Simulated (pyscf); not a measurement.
Thermochemistry of product channels of H₂B–Cl (SMILES BCl) + SiH₄ (SMILES [SiH4]) on the singlet surface, in kJ/mol, from ωB97M-D3(BJ)/def2-TZVP energies (ideal gas, 1 atm, RRHO with modes under 100 cm⁻¹ raised to 100, one conformer, R ln 2 for rigid chiral ones). PySCF, gas phase, ωB97X-D3(BJ)/def2-SVP geometries.

| products | ΔE | ΔH(298 K) | ΔG(298 K) | ΔG(900 K) |
|---|---|---|---|---|
| H₂B–SiH₃ (SMILES B[SiH3]) + HCl (SMILES Cl) | +125.9 | +123.1 | +117.3 | +100.5 |
| BH₃ (SMILES B) + H₃Si–Cl (SMILES [SiH3]Cl) | +12.6 | +13.2 | +13.2 | +12.2 |
| H₃Si–BH–Cl (SMILES [SiH3]BCl) + H₂ (SMILES [H][H]) | +44.7 | +36.8 | +38.6 | +34.3 |

These are energies of the channels, which say nothing of barriers.
